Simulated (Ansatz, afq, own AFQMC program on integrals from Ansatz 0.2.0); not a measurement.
Two steps: Ansatz 0.2.0 writes the Fock matrix and Cholesky factors of the valence space, and afq projects on them the lowest state that overlaps trial and start.

```yaml
crystal:
  periodic: [false, false, false]
  atoms:
    - {symbol: Br, position_ang: [0.000000, 0.000000, -2.102771]}
    - {symbol: H, position_ang: [0.000000, 0.000000, -0.539771]}
    - {symbol: N, position_ang: [0.000000, 0.000000, 1.901313]}
    - {symbol: C, position_ang: [0.000000, 0.000000, 0.741229]}
basis:
  gaussian: {orbitals: cc-pVTZ}
magnetization: {spin_polarized: true, initial_magnetization: 1}
correlation: {method: ccsd_t, electrons: outside_noble_gas, hamiltonian_folder: ham}
```

```sh
$ ansatz run in.yaml --threads 1 --pin off --events-out ev --progress --plain --max-ram 24576MiB --backend cuda --devices 0, --max-vram 18GiB
```

Options of the walk:

```
--method phaseless --trial cisd --walkers 1500 --populations 20 --least-time 60 --time-step 0.005 --steps-per-block 50 --equilibration-blocks 28 --max-blocks 4000 --target-error 0.00024 --factor-cut 1e-05 --start spin_pure --seed 9413 --release-times 0.24,0.51,0.99,1.5 --release-step 0.03 --release-every 4 --taylor-order 6
```

Times are imaginary, in 1/Eh. The walk had a cap of 368 s. With eight or more populations the least sampling time is a fifth of least-time, and the error comes from their spread. Filled inner d shells are frozen with the cores.

Output of the walk:

```
orbitals 101  electrons 9 8  factors 655 of 715
reference energy -2665.28094451 Eh
CCSD correlation -0.52048733 Eh in 16 cycles, weight of the determinant in the CISD state 0.7765
energy of the start -2665.768645 Eh
 block  time / (1/Eh)  mean weight  energy / Eh
     1     0.250  0.9999  -2665.779730
     2     0.500  0.9997  -2665.796670
     3     0.750  1.0010  -2665.808954
     4     1.000  1.0005  -2665.813904
     5     1.250  0.9991  -2665.819277
    10     2.500  1.0003  -2665.821172
    29     7.250  0.9998  -2665.831618
    41    10.250  0.9999  -2665.834700
    49    12.250  1.0010  -2665.830618
    69    17.250  1.0006  -2665.826872
    89    22.250  1.0007  -2665.832425
   109    27.250  1.0000  -2665.830099
   129    32.250  0.9995  -2665.825842
   149    37.250  0.9997  -2665.829282
   169    42.250  1.0010  -2665.829445
   189    47.250  1.0000  -2665.822007
   197    49.250  0.9999  -2665.829044
error from the spread of 20 populations
released: time / (1/Eh)  energy / Eh  error  mean overlap
  0.24  -2665.830141  0.000480  0.9952
  0.51  -2665.830649  0.000389  0.9896
  0.99  -2665.830779  0.000332  0.9905
  1.50  -2665.830894  0.000327  0.9826
energy -2665.829609 +/- 0.000446 Eh
(rows thinned)
```

The run passed its tests (sampling time, drift between the halves within three errors, error under three times the target), which doesn't prove that it has relaxed, ending at its cap on processor time.

Against this walk (error 12.1 meV) on the same determinant: CCSD(T) 53.4 meV higher. The error is statistical and leaves out the bias of the constraint. The determinant has ⟨S²⟩ = 0.98, so the low cluster orders mix in higher spin (the high orders can go on to a lower state of that spin), while the walk starts as a pure doublet. None of these is a sure reference here. Released to 1.50 1/Eh the energy lies 35 ± 15 meV (both errors) below the phaseless value, which shows part or all of the bias of the constraint, and CCSD(T) lies 88.4 meV above the released value.

Cautions: constraint bias not in the error; error above the target (12.1 against 6.5 meV); no relativity below Rb; no spin-orbit coupling; inner d shell frozen; higher spins were not checked; raised T1 diagnostic (T1 0.042, weight of the determinant 0.78, largest double 0.07); unrestricted determinant spin contaminated (⟨S²⟩ 0.98 against 0.75); the bias of populations of 75 walkers isn't removed.

The walk took 6.2 min on 1 × NVIDIA H100 80GB HBM3 with 2 threads of AMD EPYC 7R13 Processor (Zen 3) (shared host) (the card was shared). The log's last line is the phaseless energy.

A walk keeps the symmetry of its determinant, which the program's search chose and which needn't be the lowest solution, so a lower state of the same spin and another symmetry isn't excluded.
